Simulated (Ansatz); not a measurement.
I need a composite energy at a relaxed geometry of BH₂, SMILES [BH2]. Use the Ansatz DFT code, driven from Python. Use (for the species named): r2SCAN, def2-SVP basis, multiplicity 2.

```yaml
atoms:
  - { symbol: B, position_ang: [0.2628, -0.1662, 0.1286] }
  - { symbol: H, position_ang: [0.2800, 0.9853, 0.2610] }
  - { symbol: H, position_ang: [-0.5429, -0.8191, -0.3896] }
```

`bh2.py`
```python
"""Relax BH2 cheaply, then refine its energy."""

import itertools

import ansatz
from ase import Atoms
from ase.data import atomic_numbers, covalent_radii
import numpy as np

BASIS_SET = "def2-SVP"
XC = "r2SCAN"

atoms = Atoms(["B", "H", "H"], positions=[
    (0.26284, -0.16623, 0.12864),
    (0.28002, 0.98532, 0.26098),
    (-0.54286, -0.81909, -0.38963),
])
system = ansatz.Crystal.molecule_from_ase(atoms)

setup = system.calculation()
setup = setup.basis(gaussian=BASIS_SET)
setup = setup.functional(XC)
setup = setup.spin("collinear", total=1)
symbols = [site.symbol for site in system.cartesian_sites]
start = np.array([site.position_ang for site in system.cartesian_sites], dtype=float)
data = setup.relax(force_tolerance=0.01).run(threads=1, pin="off").report
end = np.array(data["positions_ang"])
# pairs closer than 1.2 times the sum of covalent radii, before or after
radius = [covalent_radii[atomic_numbers[s]] for s in symbols]
span = lambda where, i, j: np.linalg.norm(where[i] - where[j])
bonded = [(i, j) for i, j in itertools.combinations(range(len(symbols)), 2) if min(span(start, i, j), span(end, i, j)) < 1.2 * (radius[i] + radius[j])]
print("pair        before    after (A)")
for i, j in bonded:
    print(f"{symbols[i]}{i}-{symbols[j]}{j}".ljust(10), f"{span(start, i, j):8.4f} {span(end, i, j):8.4f}")
for first, second in list(itertools.combinations(bonded, 2)):
    shared = set(first) & set(second)
    if shared and symbols[(j := shared.pop())] != "H":
        i, k = sorted((set(first) | set(second)) - {j})
        u, v = end[i] - end[j], end[k] - end[j]
        angle = np.degrees(np.arccos(np.clip(u @ v / np.linalg.norm(u) / np.linalg.norm(v), -1, 1)))
        print(f"final angle {symbols[i]}{i}-{symbols[j]}{j}-{symbols[k]}{k}: {angle:.2f} deg")

minimum = ansatz.Crystal.molecule()
for symbol, place in zip(symbols, end):
    minimum = minimum.atom(symbol, place.tolist())
at_minimum = minimum.calculation().spin("collinear", total=1)
# MP2 extrapolated to the basis limit, plus the small-basis difference CCSD(T) - MP2
level = lambda method, basis: at_minimum.basis(gaussian=basis).correlation(method).run(threads=1, pin="off").report
small, large, cluster = level("mp2", "cc-pVDZ"), level("mp2", "cc-pVTZ"), level("ccsd_t", "cc-pVDZ")
corr = lambda each: (each["free_energy_ev"] - each["reference_energy_ev"]) / 27.211386246
mp2_limit = (27 * corr(large) - 8 * corr(small)) / 19
pieces = {"HF / cc-pVTZ": large["reference_energy_ev"] / 27.211386246, "MP2 correlation, DZ-TZ limit": mp2_limit, "CCSD(T) - MP2 / cc-pVDZ": corr(cluster) - corr(small)}
for name, value in pieces.items():
    print(f"{name:32s} {value:14.6f} Ha")
print(f"{'sum':32s} {sum(pieces.values()):14.6f} Ha")
print("T1 diagnostic", round(cluster["correlation"]["coupled_cluster"]["t1_diagnostic"], 4))
```

```console
$ python bh2.py
pair        before    after (A)
B0-H1        1.1593   1.2038
B0-H2        1.1593   1.2038
final angle H1-B0-H2: 129.07 deg
HF / cc-pVTZ                         -25.759949 Ha
MP2 correlation, DZ-TZ limit          -0.089085 Ha
CCSD(T) - MP2 / cc-pVDZ               -0.021113 Ha
sum                                  -25.870147 Ha
T1 diagnostic 0.0081
```

What to keep in mind:
- The settings weren't tested for convergence.
- The sum leaves out core correlation, relativity, the Hartree-Fock basis error and zero-point energy; a DZ-TZ extrapolation is rough.
- The run takes the species as open-shell (spin multiplicity 2), which needn't be its ground state.
- Inner cores stay frozen, so this is valence correlation.
- An extrapolation from small basis sets is rough.
- Finished in 3.7 s on 1 thread of Arm Neoverse V2, with other jobs on the host, peak memory 0.17 GiB.
